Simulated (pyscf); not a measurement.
`[F][SiH2][F]` + `[H]` [doublet] → `[F][SiH2][F]` + `[H]` [doublet] (substitution at Si; doublet surface; H–Si broken, H–Si formed). Structures and frequencies: ωB97X-D3(BJ)/def2-SVP in PySCF. MP2 and CC: frozen core, UHF for open shells. ΔMP2 is the change of the MP2 total energy from the triple- to the quadruple-zeta basis. Energies in kJ/mol from the separated reactants.

| level | barrier | reaction energy |
|---|---|---|
| PBE/def2-TZVP | 32.5 | 0.0 |
| r²SCAN/def2-TZVP | 29.2 | 0.0 |
| ωB97M-D3(BJ)/def2-TZVP | 54.8 | 0.0 |
| HF/def2-TZVP | ___ | 0.0 |
| MP2/def2-QZVPP | 75.9 | 0.0 |
| CCSD/def2-TZVPP | 67.5 | 0.0 |
| CCSD(T)/def2-TZVPP + ΔMP2(QZVPP) | ___ | 0.0 |

Question: What belongs in the gaps?

Answer: 
- HF/def2-TZVP, barrier: 118.2
- CCSD(T)/def2-TZVPP + ΔMP2(QZVPP), barrier: 61.7

Of the functionals in the table, ωB97M-D3(BJ) is closest to CCSD(T)/def2-TZVPP + ΔMP2(QZVPP) in the barrier (6.9 kJ/mol apart) and r²SCAN least close (32.5 kJ/mol); that level has limits of its own. The same reactants have a lower exit, to F–SiH•–F + H₂ (barrier +28.7 kJ/mol at ωB97M-D3(BJ), against +54.8 kJ/mol here). One saddle was located; it need not be the lowest between these sides. The angle at the attacked Si is 58° (front-side attack). The CCSD(T) − MP2 part came from Ansatz, without density fitting, on the same reference.
